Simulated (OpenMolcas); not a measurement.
# A ladder of methods for SiH2 (SMILES [SiH2])

The species is SiH2 (3 atoms), meant as a singlet with charge 0. As SMILES, `[SiH2]`. Geometry: relaxed at PBE0-D4/def2-TZVP.

```xyz
3

Si   -0.4912    0.4686   -0.2136
H     0.8403    0.5786    0.5225
H    -0.3491   -1.0472   -0.3089
```

Each level gives the energy change with the Si1–H3 bond stretched from 1.525 to 2.288 Å (eV). The values are calculated.

```
                                            level                   kind     program  value (eV)  less FCI/6-31G*  CPU time (all runs)
     HF/6-31G* (spherical functions) (restricted)           Hartree–Fock  OpenMolcas        2.00            +0.49                3.1 s
  B3LYP/6-31G* (spherical functions) (restricted)          global hybrid  OpenMolcas        1.65            +0.14                6.8 s
         CASSCF(2,2)/6-31G* (spherical functions)         multireference  OpenMolcas        2.00            +0.49                3.4 s
      SC-NEVPT2(2,2)/6-31G* (spherical functions)         multireference  OpenMolcas        1.85            +0.34                3.3 s
   ACPF/6-31G* (spherical functions) (restricted)  coupled cluster or CI  OpenMolcas        1.51             0.00                3.5 s
CCSD(T)/6-31G* (spherical functions) (restricted)  coupled cluster or CI  OpenMolcas        1.52            +0.01                4.5 s
   CISD/6-31G* (spherical functions) (restricted)  coupled cluster or CI  OpenMolcas        1.63            +0.12                3.5 s
                 FCI/6-31G* (spherical functions)     exact in the basis  OpenMolcas        1.51             0.00                 19 s
```

FCI/6-31G* (spherical functions) is exact within its basis and frozen core, so for wave-function methods in that basis the difference is their error; functionals converge differently with the basis, so for them it is only a difference. The first shape isn't each level's own minimum. The values span 1.51 to 2.00 eV. Times are those of the runs behind each value, whatever else they computed, on shared processors of several kinds: orders of magnitude only.
